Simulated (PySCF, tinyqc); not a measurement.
Worked calculation: RHF in the sto-6g basis, for LiH, spin multiplicity 1. The lowest restricted solution is unstable here: a spin-polarised one lies 0.0009 hartree lower (PySCF). Computed by tinyqc, a small Python program that keeps every step (integrals from PySCF). Settings: charge = 0, multiplicity = 1, basis = sto-6g, energy threshold = 1e-09, iteration cap = 79, orthogonalisation = symmetric, start = core, DIIS depth = 0, method = RHF. Command: `OMP_NUM_THREADS=1 python tinyqc.py 20655 20656 out.jsonl` (the two numbers bound the seeds that draw the settings). One thread of a shared host (Intel(R) Xeon(R) Processor @ 2.60GHz), about 0.1 s of CPU time with the checks.

Geometry (angstrom):
```
atom         x         y         z
Li    0.000000  0.000000  0.000000
H     0.000000  0.000000  2.108000
```

Stop when the energy changes by less than 1e-09 hartree and every element of the error matrix X^T (F D S - S D F) X is below 9e-06.

Course of the cycle:
```
iteration  E (hartree)     change  largest element of the error matrix
1          -7.88094877          -                             1.81e-01
2          -7.90731347  -2.64e-02                             2.03e-02
3          -7.90798521  -6.72e-04                             5.99e-03
4          -7.90815547  -1.70e-04                             3.24e-03
5          -7.90820716  -5.17e-05                             1.77e-03
6          -7.90822280  -1.56e-05                             9.68e-04
7          -7.90822749  -4.69e-06                             5.29e-04
8          -7.90822889  -1.40e-06                             2.89e-04
9          -7.90822931  -4.16e-07                             1.57e-04
10         -7.90822943  -1.23e-07                             8.56e-05
11         -7.90822947  -3.66e-08                             4.66e-05
12         -7.90822948  -1.09e-08                             2.54e-05
13         -7.90822948  -3.22e-09                             1.38e-05
14         -7.90822948  -9.53e-10                             7.52e-06
```

Can the last value be used, and what does the course show?

Yes. Converged in 14 iterations. PySCF RHF in the same basis = -7.90822948 hartree.
